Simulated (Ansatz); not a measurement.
`CCC(C)C#N` and `CCC(C)CO` differ in one atom or group.

Ansatz, PBE0-D4/def2-TZVP geometries, multiplicity 1. Each molecule was computed in one conformer, which needn't be the lowest.

```tsv
property	`CCC(C)C#N`
HOMO–LUMO gap (PBE/def2-TZVPP) / eV	7.39
HOMO energy (ωB97M-V/def2-TZVPP) / eV	-11.46
HOMO energy (PBE/def2-TZVPP) / eV	-7.80
LUMO energy (PBE0/def2-TZVPP) / eV	0.52
size of the dipole moment (PBE/def2-TZVPP) / D	4.01
size of the dipole moment (ωB97M-V/def2-TZVPP) / D	4.07
```

Problem. Give the same properties after the change, and the shifts. (An estimate is asked.)

Solution. The calculation gave: 
```tsv
property	`CCC(C)CO`	shift
HOMO–LUMO gap (PBE/def2-TZVPP) / eV	6.29	-1.10
HOMO energy (ωB97M-V/def2-TZVPP) / eV	-10.15	1.31
HOMO energy (PBE/def2-TZVPP) / eV	-6.12	1.68
LUMO energy (PBE0/def2-TZVPP) / eV	1.02	0.50
size of the dipole moment (PBE/def2-TZVPP) / D	1.46	-2.55
size of the dipole moment (ωB97M-V/def2-TZVPP) / D	1.55	-2.52
```

With PBE0 the HOMO rises by 1.41 eV and the LUMO rises by 0.50 eV, so the gap narrows by about 0.91 eV. PBE moves the HOMO by 1.68 eV and ωB97M-V by 1.31 eV. Dipoles are sizes alone; their direction can turn.
